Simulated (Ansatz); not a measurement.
Bulk modulus B0 (GPa) of solids drawn from the class of carbides, at two levels: LDA (Ansatz, a quantum-chemistry and plane-wave program, PAW), and PBEsol in Ansatz (PAW).

```
solid          LDA  PBEsol
-------------  ---  ------
hexagonal WC   421     406
rock-salt HfC  261     248
rock-salt ZrC  247     236
rock-salt TiC  282     267
rock-salt NbC  333     320
rock-salt TaC  359       ?
```

Estimate the withheld PBEsol value from the other rows.

One way: carry over the typical ratio. The ratios PBEsol / LDA of the other rows, in order: 0.947, 0.950, 0.955, 0.961, 0.964; median 0.955. Rock-salt TaC: 359 × 0.955 = 343 GPa; the run gives 344 GPa. The ratios spread from 0.947 to 0.964, so such an estimate is rough.

Over all 6 rows PBEsol is the larger in 0.

Ansatz's runs of these crystals have no spin polarisation.

Spin–orbit coupling is left out, also for the solids with elements from indium on (hexagonal WC, rock-salt HfC, rock-salt TaC); its size isn't shown.

Each level is taken at its own relaxed cell. Ansatz's density-functional and Hartree–Fock values are scalar-relativistic unless marked +SOC, with PAW data made under PBE.
